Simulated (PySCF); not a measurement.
Species: [SiH5]- (charge -1).
Hydrogens: H2, H3, H4, H5, H6 on Si1.

Method: PBE0-D3(BJ)/def2-SVP geometry optimisation, gas phase in PySCF.

Task: How far are the bound atoms from Si1?

Result: 5 atoms: H4 1.546 Å, H5 1.546 Å, H6 1.547 Å, H3 1.631 Å, H2 1.632 Å.

Task: List the angles at Si1.

Result: 
```json
{"angle": "H2–Si1–H3", "degrees": "179.9", "distance of the outer atoms (Å)": "3.26"}
{"angle": "H5–Si1–H6", "degrees": "120.1", "distance of the outer atoms (Å)": "2.68"}
{"angle": "H4–Si1–H6", "degrees": "120.0", "distance of the outer atoms (Å)": "2.68"}
{"angle": "H4–Si1–H5", "degrees": "120.0", "distance of the outer atoms (Å)": "2.68"}
{"angle": "H2–Si1–H6", "degrees": "90.1", "distance of the outer atoms (Å)": "2.25"}
{"angle": "H3–Si1–H4", "degrees": "90.1", "distance of the outer atoms (Å)": "2.25"}
{"angle": "H2–Si1–H5", "degrees": "90.0", "distance of the outer atoms (Å)": "2.25"}
{"angle": "H3–Si1–H5", "degrees": "90.0", "distance of the outer atoms (Å)": "2.25"}
{"angle": "H3–Si1–H6", "degrees": "89.9", "distance of the outer atoms (Å)": "2.25"}
{"angle": "H2–Si1–H4", "degrees": "89.8", "distance of the outer atoms (Å)": "2.24"}
```

Task: What is the shape at Si1?

Result: Trigonal bipyramidal: τ5 = (β − α)/60° = 1.00 from the two widest angles, 179.9° and 120.1° (0 for a square pyramid, 1 for a trigonal bipyramid). The Si–H distances aren't all alike: 1.546 to 1.632 Å.

Task: What are the rotational constants (commonest isotopes, rigid rotor)?

Result: A = 69892, B = 56288, C = 56258 MHz: a prolate symmetric top.

Point group: D3h (tolerance 0.08 Å). Charge -1, singlet. No PBE0-D3(BJ)/def2-SVP frequencies stand behind this structure, so it isn't proved a minimum.
